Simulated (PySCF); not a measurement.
# Stretching NaCl⁻

Set-up: basis Na aug-cc-pVDZ-DK, Cl aug-cc-pVDZ-DK; spin-free X2C with a Gaussian nucleus; PySCF 2.14. Energies in eV from Na + Cl⁻ in their ground configurations at the same level. State: ²Σ⁺ (doublet), unpaired electrons σ ↑.

```
R (Å)     PBE   B3LYP
2.170  -0.882  -0.807
2.271  -1.094  -1.019
2.372  -1.207  -1.133
2.447  -1.247  -1.173
2.523  -1.260  -1.186
2.599  -1.253  -1.178
2.700  -1.223  -1.148
2.826  -1.163  -1.087
2.977  -1.074  -1.000
3.179  -0.948  -0.875
```

Q: Put a parabola through the three lowest points of the PBE curve and estimate Re, k and ωe (reduced mass 13.87 u; 1 eV/Å² = 0.16022 mdyn/Å; ωe = 1302.8·√(k/μ) cm⁻¹).

A: Through R = 2.447, 2.523, 2.599 Å the second-order coefficient is 1.73 eV/Å², so Re ≈ 2.534 Å, k ≈ 0.555 mdyn/Å and ωe ≈ 261 cm⁻¹. A polynomial fit of higher order to the unrounded PBE energies gives Re = 2.530 Å, k = 0.534 mdyn/Å, ωe = 256 cm⁻¹; anharmonicity and rounding make the difference.

The higher-order fit for each curve: PBE: Re = 2.530 Å, ωe = 256 cm⁻¹, De = 1.26 eV; B3LYP: Re = 2.529 Å, ωe = 256 cm⁻¹, De = 1.19 eV.

For an ion De counts to the pair picked by the measured ionisation energies or electron affinities, which need not be the lowest pair at this level. The highest Kohn–Sham level is positive in this anion. Much of that is self-interaction error, but it also means that the finite basis helps to hold the extra electron. The state is the lowest determinant that a PBE0 search found; another state may lie lower at other levels.
